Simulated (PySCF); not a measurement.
**4-Methylthiazole: electronic excitations and core binding energies**

Wanted: the electronic excitations and core binding energies of 4-Methylthiazole (`Cc1cscn1`), by calculation.

Programs: PySCF 2.14.0, with density-fitted response routines of our own. Each step states its level of theory. These are calculated values for one molecule in the gas phase, unless marked as measured. Atoms are numbered from 0 throughout.

## (1) Starting geometry

11 atoms, charge 0, multiplicity 1; geometry from: GFN2-xTB.

Bonds of the start (Å): C0–C1 1.49, C1–C2 1.36, C2–S3 1.72, S3–C4 1.74, C4–N5 1.28, N5–C1 1.36, C0–H6 1.09, C0–H7 1.09, C0–H8 1.09, C2–H9 1.07, C4–H10 1.07.

## (2) Ultraviolet spectrum: PBE0/def2-SVPD

What the job is given:

```
{"job": {"kind": "uv", "xc": "PBE0", "basis": "def2-SVPD", "nstates": 8, "ntriplets": 3}, "charge": 0, "multiplicity": 1}
C     -1.666723    -0.100713     0.013600
C     -0.181855     0.005813     0.001206
C      0.549472     1.145455     0.148363
S      2.235196     0.807539     0.069555
C      1.822142    -0.863972    -0.156821
N      0.568977    -1.116573    -0.169463
H     -2.119287     0.875889     0.158600
H     -2.012380    -0.524629    -0.927344
H     -1.981001    -0.768489     0.813594
H      0.205059     2.148664     0.296400
H      2.585824    -1.606313    -0.273655
```

With the program's defaults for keys left out, this is: TDDFT PBE0/def2-SVPD, vertical, gas phase, core orbitals frozen in the response.

**Question.** This job is followed by: delta-SCF UKS SCAN, pcX-2 on the ionised atom, pcseg-1 elsewhere, spin-free X2C. What will the session give for the following? lowest singlet (PBE0/def2-SVPD); brightest single state of those computed; lowest triplet; C1s binding energies, SCAN/pcX-2; S1s binding energies, SCAN/pcX-2; S2p binding energies, SCAN/pcX-2; N1s binding energies, SCAN/pcX-2.

**Answer**, as computed:

```
                                quantity                                          value
         lowest singlet (PBE0/def2-SVPD)                    5.43 eV (228 nm), f = 0.000
brightest single state of those computed                    state 2, 5.58 eV, f = 0.069
                          lowest triplet                                        3.80 eV
        C1s binding energies, SCAN/pcX-2  C4 291.65, C1 291.25, C0 290.85, C2 290.71 eV
        S1s binding energies, SCAN/pcX-2                                  S3 2478.05 eV
        S2p binding energies, SCAN/pcX-2                                   S3 170.53 eV
        N1s binding energies, SCAN/pcX-2                                   N5 404.64 eV
```

**Reading.** The first singlet state (HOMO−1→LUMO 0.99) lies at 5.43 eV and is dark; of the 8 states computed, the strongest absorption comes from state 2 at 5.58 eV. The lowest triplet lies 1.63 eV below the lowest singlet (triplets in Tamm-Dancoff, singlets in full TDDFT). C4 (aromatic CH between two ring heteroatoms) binds its C1s electron 0.94 eV more tightly than C2 (aromatic CH next to the ring sulfur).
